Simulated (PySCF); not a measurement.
**N2O (nitrous oxide) at CCSD(T)/STO-6G**

Aim: the vertical ionisation energy of N2O (nitrous oxide) at CCSD(T)/STO-6G, from 2 runs. Input form: a Python script.

The results are computed with PySCF 2.14.0.

7 further runs of the same task are left out: 7 set aside as unsound or not needed.

## Step 1: Starting point

The species is N2O (3 atoms), meant as a singlet with charge 0. As SMILES, `N#[N+][O-]`. Geometry: relaxed at PBE0-D4/def2-TZVP.

Bond lengths: N1–N2 1.118 Å, N2–O3 1.174 Å. Angles: N1–N2–O3 180.0°.

## Step 2: The energy at CCSD(T)/STO-6G

input.py

```python
# N#[N+][O-]
from pyscf import gto, cc

molecule = gto.Mole()
molecule.atom = [
    ('N', (-0.511700, 1.001300, -0.167900)),
    ('N', (-0.008400, 0.016500, -0.002800)),
    ('O', (0.520100, -1.017800, 0.170700)),
]
molecule.max_memory = 1860
molecule.verbose = 3
molecule.basis = 'sto-6g'
molecule.charge = 0
molecule.spin = 0
molecule.build()

calc0 = molecule.RHF()
calc0.conv_tol = 1e-10
calc0.kernel()
if not calc0.converged:
    calc0 = calc0.newton().run(calc0.mo_coeff, calc0.mo_occ)

mycc = cc.CCSD(calc0, frozen=3)
mycc.kernel()
e_t = mycc.ccsd_t()
etot = mycc.e_tot + e_t
print('E(%s) = %.9f' % ('CCSD(T)', etot))
```

On the command line:

```
$ OMP_NUM_THREADS=1 python input.py
```

What it wrote:

```text
converged SCF energy = -182.941497184595
E(CCSD) = -183.1656564200192  E_corr = -0.2241592354244068
CCSD(T) correction = -0.0187508878372589
E(CCSD(T)) = -183.184407308
```

It took 0.99 s on 1 thread of Arm Neoverse V1, shared host; peak memory 0.12 GiB.

## Step 3: The doublet cation, same level

job.py

```python
from pyscf import gto, cc

mol = gto.M(
    atom='''
N       -0.511700       1.001300      -0.167900
N       -0.008400       0.016500      -0.002800
O        0.520100      -1.017800       0.170700
''',
    charge=1,
    spin=1,
    max_memory=1860,
    verbose=3,
    basis='sto-6g',
)

calc0 = mol.UHF()
calc0.conv_tol = 1e-10
calc0.kernel()
if not calc0.converged:
    calc0 = calc0.newton().run(calc0.mo_coeff, calc0.mo_occ)

mycc = cc.CCSD(calc0, frozen=3)
mycc.kernel()
e_t = mycc.ccsd_t()
energy = mycc.e_tot + e_t
print(f'total energy: {energy:.8f} hartree')
```

On the command line:

```
$ OMP_NUM_THREADS=1 python job.py
```

What it wrote:

```text
converged SCF energy = -182.617283009934  <S^2> = 1.0057256  2S+1 = 2.2411833
E(UCCSD) = -182.8123189079553  E_corr = -0.1950358980213974
UCCSD(T) correction = -0.00677169905848844
total energy: -182.81909061 hartree
```

Wall time 1 s (1 thread of Arm Neoverse V1, shared host); peak memory 0.12 GiB.

## Step 4: Summary of results

Level: CCSD(T)/STO-6G, 3 core orbitals frozen.

```
                                                                  quantity          value
                                                 singlet N2O: total energy  -183.18441 Eh
                         singlet N2O: dipole moment (Hartree–Fock density)         0.13 D
                          singlet N2O: HOMO energy (Hartree–Fock orbitals)      -10.25 eV
                          singlet N2O: LUMO energy (Hartree–Fock orbitals)        6.76 eV
                        singlet N2O: HOMO–LUMO gap (Hartree–Fock orbitals)       17.02 eV
                  singlet N2O: correlation energy (3 core orbitals frozen)     -242.9 mEh
                                               singlet N2O: (T) correction     -18.75 mEh
                                                singlet N2O: T1 diagnostic          0.021
                                              doublet cation: total energy  -182.81909 Eh
doublet cation: HOMO energy (Hartree–Fock orbitals) (highest over α and β)      -23.00 eV
 doublet cation: LUMO energy (Hartree–Fock orbitals) (lowest over α and β)       -7.71 eV
               doublet cation: correlation energy (3 core orbitals frozen)     -201.8 mEh
                                            doublet cation: (T) correction      -6.77 mEh
                         doublet cation: ⟨S²⟩ of the reference determinant          1.006
                                             doublet cation: T1 diagnostic          0.048
                        vertical ionisation energy (to the doublet cation)       9.941 eV
```

**Reading.** Removing an electron at fixed nuclei costs 9.94 eV (229 kcal/mol). In a minimal basis such a difference can be off by several eV, whatever the method. The T1 diagnostic (singlet N2O) of 0.021 is above the customary mark for such species, so a single reference may not serve. Mulliken charges (singlet N2O) of the mean-field density run from -0.15 on O3 to +0.18 on N2. The triples (singlet N2O) make up 7.7 % of the correlation energy. ⟨S²⟩ (doublet cation) is 1.01 where a pure doublet has 0.75: the reference is spin-contaminated.
